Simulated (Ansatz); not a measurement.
A nudged elastic band was laid between two geometries of CH5AlO (8 atoms, charge 0, multiplicity 1).

Theory: RKS PBE-D4/def2-SVPD (Ansatz 0.2.0).

```
movable images  : 5
climbing image  : yes
spring          : 5.0 eV/Å²
optimiser       : quadratic models (default)
start path      : through a guess of the saddle point
force threshold : 0.05 eV/Å
iteration limit : 60
end points      : relaxed
```

Initial state:

```xyz
8
Properties=species:S:1:pos:R:3
Al 0.271 -0.257 0.522
H -0.223 -0.601 2.004
C 2.122 0.075 -0.005
H 2.759 -0.819 0.163
H 2.203 0.349 -1.075
H 2.577 0.893 0.592
O -0.918 -0.168 -0.748
H -1.861 -0.319 -0.589
```

Final state:

```xyz
8
Properties=species:S:1:pos:R:3
Al -1.436 0.594 0.645
H 1.918 0.033 1.517
C 2.248 0.032 0.462
H 1.623 -0.668 -0.120
H 2.142 1.049 0.044
H 3.306 -0.280 0.409
O -1.355 -0.521 -0.664
H -1.516 -1.086 -1.429
```

What changes between the two ends?

Bonds broken: Al1–H2, Al1–C3. Bonds formed: H2–C3. CH5AlO becomes AlHO + CH4.

What energy profile does the band end with?

The forces met the threshold. The highest image is number 2 of 0 to 6, 71.6 kcal/mol above the first end and 60.6 kcal/mol above the last; the last end lies 10.9 kcal/mol above the first. Neighbouring images differ by up to 3.0 eV, so the band resolves the path poorly. A vibrational analysis at the climbing image gives one clearly imaginary mode, 1259i cm⁻¹: a first-order saddle point. The orbitals stay closed-shell, which can raise the energy where a bond breaks towards radicals; this wasn't checked here.

```csv
image,path coordinate (Å),energy (kcal/mol),Al1–H2 (Å),Al1–C3 (Å),H2–C3 (Å)
0,0.00,0.0,1.60,1.95,3.16
1,1.46,1.5,1.58,1.94,3.04
2,2.92,71.6,1.59,2.18,1.79
3,3.71,21.2,2.02,2.68,1.15
4,4.49,11.8,2.67,3.36,1.11
5,5.28,11.0,3.34,3.73,1.11
6,6.07,10.9,3.51,3.73,1.11
```

What is the geometry of the highest image?


```xyz
8
Properties=species:S:1:pos:R:3
Al -0.192 -0.086 0.760
H 1.015 0.239 1.735
C 1.919 0.036 0.209
H 2.010 -0.981 -0.232
H 1.795 0.811 -0.581
H 2.819 0.263 0.807
O -0.741 -0.503 -0.850
H -1.694 -0.626 -0.985
```

Run time: 110 s on 2 threads of Arm Neoverse V2, on a shared host, peak memory 0.13 GiB.
